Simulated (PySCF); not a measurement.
## Relaxation of singlet AlO₂⁻

Level of theory: PBE0/[Al def2-TZVPD, O def2-TZVPD], no relativity, density fitting, PySCF. A (50,194) grid was used.

A hand-made linear start, of D∞h symmetry, held to at least that symmetry:

```xyz
3
charge -1 multiplicity 1, angstrom
Al    0.0000    0.0000    0.0000
O     0.0000    0.0000    1.7000
O     0.0000    0.0000   -1.7000
```

At each step, columns x, y, z (Å) and Fx, Fy, Fz (eV/Å):

```
step 0  E − E(last) = 16.08 kJ/mol
Al   0.000   0.000   0.000   0.000   0.000   0.000
O    0.000   0.000   1.700   0.000   0.000  -2.239
O    0.000   0.000  -1.700   0.000   0.000   2.239
step 1  E − E(last) = 0.20 kJ/mol
Al   0.000   0.000   0.000   0.000   0.000   0.000
O    0.000   0.000   1.623   0.000   0.000   0.285
O    0.000   0.000  -1.623   0.000   0.000  -0.285
step 2  E − E(last) = 0.01 kJ/mol
Al   0.000   0.000   0.000   0.000   0.000   0.000
O    0.000   0.000   1.632   0.000   0.000  -0.057
O    0.000   0.000  -1.632   0.000   0.000   0.057
step 3  E − E(last) = 0.00 kJ/mol
Al   0.000   0.000   0.000   0.000   0.000   0.000
O    0.000   0.000   1.630   0.000   0.000  -0.001
O    0.000   0.000  -1.630   0.000   0.000   0.001
```

It ends at D∞h with Al–O 1.630 Å (×2); O–Al–O 180.0°. A frequency run shows a minimum. Other isomers or separated fragments may lie lower.

The relaxation took of the order of 9 core-seconds on a shared host.
